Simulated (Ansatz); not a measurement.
## Relaxing OsO

All numbers below come from Ansatz, DFT PBE, scalar-relativistic, plane waves, PAW. Cutoff 420 eV, Γ-centred k mesh, Gaussian smearing, no spin polarisation in the final step.

OsO was placed on the caesium chloride structure type (Pm-3m, No. 221), with Os in place of Cs, O in place of Cl, at a guessed volume.

```
CELL_PARAMETERS angstrom
2.77715 0.00000 0.00000
0.00000 2.77715 0.00000
0.00000 0.00000 2.77715
ATOMIC_POSITIONS crystal
Os 0.00000 0.00000 0.00000
O 0.50000 0.50000 0.50000
```

Steps on the 6×6×6 mesh (2 atoms). 4 of 4 steps are shown, and the free energy counts from the last. Trial steps that were taken back and renewals of the plane-wave basis can be among the rows.

| step | ΔF (meV/atom) | V (Å³/atom) | P (GPa) |
| --- | --- | --- | --- |
| 1 | 3.0 | 10.71 | 5.12 |
| 2 | 2.1 | 11.01 | -3.01 |
| 3 | 0.6 | 10.90 | -0.09 |
| 4 | 0.0 | 10.90 | 0.01 |

A final relaxation ran on a 20×20×20 mesh. The relaxed crystal, Pm-3m (No. 221):

Space group Pm-3m (No. 221). a = 2.791 Å, b = 2.791 Å, c = 2.791 Å, α = 90.00°, β = 90.00°, γ = 90.00°
| atom | site | symmetry | x | y | z |
| --- | --- | --- | --- | --- | --- |
| Os | 1a | m-3m | 0.0000 | 0.0000 | 0.0000 |
| O | 1b | m-3m | 0.5000 | 0.5000 | 0.5000 |

* Volume per atom: 10.87 Å³
* Density: 15.75 g/cm³
* Energy over the elements: 1.14 eV/atom
* Gap on the 20×20×20 mesh: 0 eV (a metal)

Formation energies are uncorrected and refer to the elements' standard structures at the same level (O₂ as a molecule).

The final run used a 20×20×20 mesh on its 2-atom cell and 0.10 eV smearing. The k mesh leaves about 4 meV/atom of noise in metals. Spin–orbit coupling is left out.

A structure relaxed within its symmetry needn't be a true minimum.

Cost: 3 runs of about 0.5 core-minutes in all, on Arm Neoverse V1 (shared hosts).